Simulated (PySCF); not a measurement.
PySCF input (PBE/def2-SVPD):

```python
import numpy as np, basis_set_exchange as bse
from pyscf import gto, scf, dft, df

basis = {'N': gto.basis.parse(bse.get_basis('def2-SVPD', elements=['N'], fmt='nwchem'))}
mol = gto.M(
    atom='''
    N    -0.00000000   -0.00000000   -0.54544247
    N     0.00000000    0.00000000    0.54544247
    ''',
    basis=basis,
    charge=0,
    verbose=4,
    max_memory=2160,
)
mf = dft.RKS(mol, xc='pbe')
mf.grids.level = 3
mf = mf.density_fit(auxbasis=df.autoaux(mol))
mf.conv_tol = 1e-9
mf.max_cycle = 100
print('smallest overlap eigenvalue', np.linalg.eigvalsh(mol.intor('int1e_ovlp'))[0])
mf.kernel()
dip = mf.dip_moment()
```

Output:

```
PySCF version 2.14.0

[INPUT] verbose = 4
[INPUT] num. atoms = 2
[INPUT] num. electrons = 14
[INPUT] charge = 0
[INPUT] spin (= nelec alpha-beta = 2S) = 0
[INPUT] symmetry False subgroup None
[INPUT] Mole.unit = angstrom
[INPUT] Symbol           X                Y                Z      unit          X                Y                Z       unit  Magmom
[INPUT]  1 N      0.000000000000   0.000000000000  -0.545442470000 AA    0.000000000000   0.000000000000  -1.030736885006 Bohr   0.0
[INPUT]  2 N      0.000000000000   0.000000000000   0.545442470000 AA    0.000000000000   0.000000000000   1.030736885006 Bohr   0.0

nuclear repulsion = 23.769402605448
number of shells = 16
number of NR pGTOs = 60
number of NR cGTOs = 40
basis = {'N': [[0, [1712.8415853, -0.0053934125305], [257.64812677, -0.040221581118], [58.458245853, -0.1793114499], [16.198367905, -0.46376317823], [5.0052600809, -0.44171422662]], [0, [0.58731856571, 1.0]], [0, [0.18764592253, 1.0]], [0, [0.096171241529, 1.0]], [1, [13.571470233, -0.040072398852], [2.9257372874, -0.21807045028], [0.79927750754, -0.51294466049]], [1, [0.21954348034, 1.0]], [2, [1.0, 1.0]], [2, [0.16697708112, 1.0]]]}
ecp = {}
ETB for N: l = 0, exps = 0.192342483058 * 1.8^n , n = 0..14
ETB for N: l = 1, exps = 0.315714721869 * 1.8^n , n = 0..10
ETB for N: l = 2, exps = 0.263148322649 * 1.8^n , n = 0..10
ETB for N: l = 3, exps = 0.33395416224 * 2.2^n , n = 0..3
smallest overlap eigenvalue 0.00038648100796792324

******** <class 'pyscf.df.df_jk.DFRKS'> ********
method = DFRKS
initial guess = minao
damping factor = 0
level_shift factor = 0
DIIS = <class 'pyscf.scf.diis.CDIIS'>
diis_start_cycle = 1
diis_space = 8
diis_damp = 0
SCF conv_tol = 1e-09
SCF conv_tol_grad = None
SCF max_cycles = 100
direct_scf = False
XC library pyscf.dft.libxc version 7.1.2
    S. Lehtola, C. Steigemann, M. J. T. Oliveira, and M. A. L. Marques,  SoftwareX 7, 1–5 (2018)
XC functionals = pbe
    J. P. Perdew, K. Burke, and M. Ernzerhof,  Phys. Rev. Lett. 77, 3865 (1996)
    J. P. Perdew, K. Burke, and M. Ernzerhof,  Phys. Rev. Lett. 78, 1396 (1997)
    J. P. Perdew, K. Burke, and M. Ernzerhof,  Phys. Rev. Lett. 77, 3865 (1996)
    J. P. Perdew, K. Burke, and M. Ernzerhof,  Phys. Rev. Lett. 78, 1396 (1997)
radial grids:
    Treutler-Ahlrichs [JCP 102, 346 (1995); DOI:10.1063/1.469408] (M4) radial grids

becke partition: Becke, JCP 88, 2547 (1988); DOI:10.1063/1.454033
pruning grids: <function nwchem_prune>
grids dens level: 3
symmetrized grids: False
atomic radii adjust function: <function treutler_atomic_radii_adjust>
small_rho_cutoff = 0
Set gradient conv threshold to 3.16228e-05
Initial guess from minao.
tot grids = 27808
init E= -109.493090031598
  HOMO = -0.379824734822427  LUMO = -0.0533533327973917  gap/eV = 8.88374
cycle= 1 E= -109.324544089537  delta_E= 0.169  |g|= 0.0614  |ddm|= 1.81
  HOMO = -0.376659037678036  LUMO = -0.0686564891371643  gap/eV = 8.38118
cycle= 2 E= -109.325326277361  delta_E= -0.000782  |g|= 0.0119  |ddm|= 0.247
  HOMO = -0.374090011789399  LUMO = -0.0643102158986672  gap/eV = 8.42954
cycle= 3 E= -109.325352717399  delta_E= -2.64e-05  |g|= 0.00614  |ddm|= 0.0368
  HOMO = -0.375486623440086  LUMO = -0.0657173213267254  gap/eV = 8.42925
cycle= 4 E= -109.325361367607  delta_E= -8.65e-06  |g|= 0.000517  |ddm|= 0.00612
  HOMO = -0.375328958876602  LUMO = -0.0655979038955992  gap/eV = 8.42821
cycle= 5 E= -109.325361434582  delta_E= -6.7e-08  |g|= 2.89e-05  |ddm|= 0.00107
  HOMO = -0.375340284617716  LUMO = -0.0656089763833353  gap/eV = 8.42822
cycle= 6 E= -109.325361434813  delta_E= -2.31e-10  |g|= 3.23e-07  |ddm|= 3.57e-05
  HOMO = -0.375340205120421  LUMO = -0.0656089358412509  gap/eV = 8.42822
Extra cycle  E= -109.325361434813  delta_E= -8.53e-14  |g|= 1.44e-07  |ddm|= 9.58e-07
converged SCF energy = -109.325361434813
Dipole moment(X, Y, Z, Debye):  0.00000,  0.00000,  0.00000
```
